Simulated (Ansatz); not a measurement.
# Pulling the pair apart

The pair of SiH₄ (SMILES [SiH4], atoms 1–5) and SiNH₅ (SMILES [SiH3]N, atoms 6–12), both closed shells, in one local arrangement (a lower one may exist), relaxed at PBE0-D4/def2-TZVP:

Si1  (0.069, 0.060, -2.185)
H2  (-0.144, 0.360, -3.625)
H3  (1.058, -1.044, -2.069)
H4  (-1.218, -0.357, -1.576)
H5  (0.588, 1.271, -1.503)
Si6  (-0.464, 0.374, 1.881)
N7  (0.633, -0.735, 1.165)
H8  (-1.503, -0.414, 2.594)
H9  (0.293, 1.226, 2.835)
H10  (-1.168, 1.288, 0.933)
H11  (1.537, -0.449, 0.828)
H12  (0.319, -1.581, 0.722)
(Å)

SiNH₅ is shifted rigidly along the line between the mean atom positions of the two fragments (negative: closer). Counterpoise interaction energies in kcal/mol. Ansatz 0.2.0; basis: def2-TZVPPD; cores frozen in the correlated methods. B3LYP uses VWN-RPA correlation.

```
shift (Å)  r2SCAN-D4    MP2  B3LYP-D4
    -0.41      -0.54   0.40     -0.27
    -0.21      -1.52  -0.76     -1.47
     0.00      -1.77  -1.17     -1.84
     0.21      -1.68  -1.22     -1.79
     0.49      -1.36  -1.04     -1.44
     1.03      -0.77  -0.61     -0.76
     2.06      -0.22  -0.18     -0.21
     4.11      -0.03  -0.02     -0.03
```

What does CCSD(T) give at these shifts? (Judge from chemistry; the value comes from the calculation.)

The calculation gives: 0.35, -0.84, -1.26, -1.30, -1.11, -0.64, -0.19, -0.02 kcal/mol. For zero shift, CCSD(T) at an estimated basis limit (MP2 extrapolated from triple and quadruple zeta, plus CCSD(T) − MP2 in triple zeta) gives -1.57 kcal/mol. These are counterpoise interaction energies, counted from the two frozen fragments.

T1 diagnostic: at most 0.011.

For scale, one of the runs: CCSD(T)/def2-TZVPPD, 286 basis functions, launched by `ansatz run in.yaml --threads 4 --pin off --events-out ev --progress --plain --max-ram 9574MiB`. The run took 2.2 min on 4 CPU threads of an Arm Neoverse V1 (shared host), with 8 GiB of host memory at its peak.
